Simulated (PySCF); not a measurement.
Isomers of C5H7Cl, one GFN2-xTB conformer each. Single-point energies are computed at PBE0/pcSseg-1 (PySCF, gas phase, no added dispersion term), electronic only.

```tsv
SMILES	GFN2-xTB relative energy (kcal/mol)
C=C(C)/C=C/Cl	5.5
C=C1CC(Cl)C1	0.0
C=CC(=C)CCl	12.8
```

Conformers: `[CH2:1]=[C:2]([CH3:3])/[CH:4]=[CH:5]/[Cl:6]` with C1–C2–C4–C5 180°; `[CH2:1]=[C:2]1[CH2:3][CH:4]([Cl:5])[CH2:6]1` with C1–C2–C3–C4 -170°, C2–C3–C4–Cl5 -126°, C3–C4–C6–C2 8°, C1–C2–C6–C4 170°; `[CH2:1]=[CH:2][C:3](=[CH2:4])[CH2:5][Cl:6]` with C1–C2–C3–C4 -177°, C2–C3–C5–Cl6 -73°.

Q: What does PBE0/pcSseg-1 give for the same structures?

A: 
```
       SMILES  PBE0/pcSseg-1 E (Eh)  PBE0/pcSseg-1 (kcal/mol)  GFN2-xTB (kcal/mol)  point group
C=C(C)/C=C/Cl            -654.47120                       0.0                  5.5           Cs
  C=CC(=C)CCl            -654.46520                       3.8                 12.8           C1
 C=C1CC(Cl)C1            -654.46347                       4.8                  0.0           Cs
```

GFN2-xTB puts C=C1CC(Cl)C1 lowest instead; measured from each level's own lowest isomer, the values differ by up to 9.0 kcal/mol (C=CC(=C)CCl: 12.8 against 3.8). As drawn, the highest has a four-membered ring, which the lowest lacks. Neighbours under 2.5 kcal/mol apart (C=CC(=C)CCl and C=C1CC(Cl)C1) can change places with a better method, another conformer or zero-point energy.

Q: Which frontier levels, dipoles and rotational constants go with these structures?

A: 
```
       SMILES  HOMO (eV, PBE0/pcSseg-1)  LUMO (eV)  dipole (D)     A, B, C (MHz)
C=C(C)/C=C/Cl                     -6.72      -1.04        1.75  8328, 1240, 1086
  C=CC(=C)CCl                     -7.07      -1.14        1.96  3720, 2324, 1593
 C=C1CC(Cl)C1                     -7.44      -0.19        1.82  8962, 1592, 1465
```
